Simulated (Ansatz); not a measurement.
Start from `BOB` and change one atom or group to get `BO[SiH3]`.

Ansatz, PBE0-D4/def2-TZVP geometries, multiplicity 1. 

```tsv
property	`BOB`
LUMO energy (PBE/def2-TZVPP) / eV	-2.68
LUMO energy (B3LYP/def2-TZVPP) / eV	-1.82
HOMO–LUMO gap (PBE/def2-TZVPP) / eV	4.51
HOMO energy (ωB97M-V/def2-TZVPP) / eV	-11.07
LUMO energy (ωB97M-V/def2-TZVPP) / eV	0.42
HOMO energy (PBE/def2-TZVPP) / eV	-7.19
```

Question: Give the same properties after the change, and the shifts. (Estimate.)

Answer: Ansatz gave: 
| property | `BO[SiH3]` | shift |
| --- | --- | --- |
| LUMO energy (PBE/def2-TZVPP) / eV | -1.68 | 1.00 |
| LUMO energy (B3LYP/def2-TZVPP) / eV | -0.91 | 0.91 |
| HOMO–LUMO gap (PBE/def2-TZVPP) / eV | 5.35 | 0.84 |
| HOMO energy (ωB97M-V/def2-TZVPP) / eV | -10.86 | 0.21 |
| LUMO energy (ωB97M-V/def2-TZVPP) / eV | 1.22 | 0.80 |
| HOMO energy (PBE/def2-TZVPP) / eV | -7.03 | 0.16 |

With PBE0 the HOMO rises by 0.19 eV and the LUMO rises by 0.93 eV, so the gap widens by about 0.74 eV. PBE moves the HOMO by 0.16 eV and ωB97M-V by 0.21 eV. The zero-point energy changes by 11.2 kJ/mol with +3 modes.

B3LYP here is the variant with VWN-RPA as its local correlation; programs differ in this.
